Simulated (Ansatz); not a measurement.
Ansatz (a quantum-chemistry and plane-wave program) input:

Ansatz 0.2 input:
```yaml
crystal:
  periodic: [false, false, false]
  atoms:
    - {symbol: C, position_ang: [-0.01423719, -0.06952151, -1.23419539]}
    - {symbol: Si, position_ang: [0.00834037, 0.17010305, 0.73186645]}
    - {symbol: H, position_ang: [-0.01728263, -1.11287275, -1.56859470]}
    - {symbol: H, position_ang: [-0.89893486, 0.41944684, -1.65979309]}
    - {symbol: H, position_ang: [0.85959133, 0.42084071, -1.68015728]}
    - {symbol: H, position_ang: [-1.11421076, -0.84675739, 1.04684283]}
    - {symbol: H, position_ang: [1.13949487, -0.84497103, 1.02074434]}
basis:
  gaussian:
    orbitals: def2-SVP
total_charge: -1
magnetization: {spin_polarized: false}
correlation: {method: ccsd_t, electrons: outside_noble_gas}
```

**Question.** What final total energy does it print?

**Answer.** -329.84999 Eh (CCSD(T)/def2-SVP). The basis has 57 functions.

It need not be the lowest isomer of its formula. Whether it binds its extra electron was not tested at this geometry.
